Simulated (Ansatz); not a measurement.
This script drives the Ansatz DFT code, driven from Python.

`torsion_ho4s.py`:
```python
import ansatz as az
from ase import Atoms

atoms = Atoms(["O", "S", "O", "O", "O", "H"], positions=[
    (-0.47881, -0.74644, 1.25935),
    (0.17405, -0.38861, 0.0084),
    (1.57065, -0.75331, -0.07674),
    (-0.62327, -0.71368, -1.16736),
    (0.15252, 1.27777, 0.01858),
    (-0.79514, 1.32427, -0.04223),
])

first = (
    az.Crystal.molecule_from_ase(atoms).calculation()
    .basis(gaussian="def2-SVP")
    .functional("r2scan", dispersion="d3bj")
    .charge(-1)
    .relax(force_tolerance=0.02, max_steps=80)
)
atoms.positions = first.run(threads=1, pin="off").report["positions_ang"]

start = atoms.get_dihedral(0, 1, 4, 5)
energies = {}
for turn in range(0, 360, 30):
    turned = atoms.copy()
    turned.set_dihedral(0, 1, 4, 5, start + turn, indices=[4, 5])
    job = (
        az.Crystal.molecule_from_ase(turned).calculation()
        .basis(gaussian="def2-SVP")
        .functional("r2scan", dispersion="d3bj")
        .charge(-1)
    )
    energies[round((start + turn) % 360)] = job.run(threads=1, pin="off").report["free_energy_ev"]
floor = min(energies.values())
print("dihedral O0-S1-O4-H5 (deg)   E - E(min) (eV)")
for angle, e in sorted(energies.items()):
    print(f"{angle:8d} {(e - floor):14.3f}  " + "#" * int(30 * (e - floor) / max(max(energies.values()) - floor, 1e-9)))
```

It is started by `python torsion_ho4s.py`. How long does it take on 1 thread of Arm Neoverse V1, on a shared host, and how much memory does it need?

It took about 65 s, with a peak of 0.23 GiB, for 13 runs of the engine.

Output of `python torsion_ho4s.py`:
```text
DeckWarning: the engine holds no damping parameters fitted to this dispersion correction and functional, so the run takes those fitted to r2scan beside the three-body term, which d3bj leaves out (hamiltonian.dispersion, under Limitations)
dihedral O0-S1-O4-H5 (deg)   E - E(min) (eV)
      23          0.028  ##############################
      53          0.022  #######################
      83          0.014  ###############
     113          0.015  ###############
     143          0.018  ##################
     173          0.022  #######################
     203          0.026  ###########################
     233          0.022  #######################
     263          0.008  ########
     293          0.000
     323          0.007  #######
     353          0.023  ########################
```
(Warnings from the package without file and line.)

Caveats:
- The scan is rigid and the energies are electronic, in a modest basis. With rigid groups the curve can differ much from the relaxed path, the start wasn't checked as a minimum of this torsion, and equivalent turns needn't return to the same energy.
- Anions want diffuse functions, which this basis lacks.
- A dispersion term here runs with damping parameters fitted for another variant or functional.
